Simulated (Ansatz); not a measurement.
The input, for Ansatz 0.2.0:

```yaml
crystal:
  periodic: [false, false, false]
  atoms:
    - {symbol: B, position_ang: [0.000000, 0.000000, 1.180322]}
    - {symbol: B, position_ang: [0.000000, 0.000000, -1.588816]}
    - {symbol: H, position_ang: [0.000000, 1.830625, 2.190720]}
    - {symbol: H, position_ang: [0.000000, -1.830625, 2.190720]}
basis:
  gaussian: {orbitals: "6-31G*"}
magnetization: {spin_polarized: true, initial_magnetization: 2}
hamiltonian: {xc: hf}
output: {orbitals: {seedname: orbitals}}
```

```sh
$ ansatz run in.yaml --threads 1 --pin off --events-out ev --progress --plain --max-ram 2393MiB
```

(1) Roughly how long does this take on 1 thread of Arm Neoverse V1, shared host, and how much host memory?

```
342 factors; integrals over basis functions are off by at most 7.1e-4 eV
mean field evaluation 1: about -1359.3421 eV, gradient 9.1e0 eV
mean field evaluation 2: about -1359.3439 eV, gradient 9.1e0 eV
mean field evaluation 4: about -1361.5777 eV, gradient 3.2e0 eV
mean field evaluation 8: about -1362.2036 eV, gradient 1.9e-1 eV
mean field evaluation 16: about -1362.2215 eV, gradient 5.4e-1 eV
mean field evaluation 32: about -1362.6349 eV, gradient 8.1e-6 eV
mean field evaluation 64: about -1362.6349 eV, gradient 1.9e-6 eV
mean field evaluation 96: about -1362.5444 eV, gradient 3.3e0 eV
mean field evaluation 128: about -1362.0604 eV, gradient 2.2e0 eV
mean field evaluation 160: about -1362.5775 eV, gradient 2.8e-1 eV
mean field evaluation 192: about -1360.2859 eV, gradient 1.4e0 eV
mean field evaluation 224: about -1362.6125 eV, gradient 7.6e-1 eV
mean field evaluation 256: about -1359.1017 eV, gradient 7.7e-2 eV
mean field -1362.63486401 eV, -50.0759076254 hartree, gradient 5.7e-6 eV, S^2 2.670876; 12 other end points of the search recorded, 0 dependent functions left out
reference -1362.63486401 eV, -50.0759076254 hartree; 7, 5 occupied and 27, 29 virtual orbitals, 342 factors
Total energy: -1362.63486401 eV, -50.0759076254 hartree
```

Results:

(1) 0.85 s wall and 0.16 GiB.
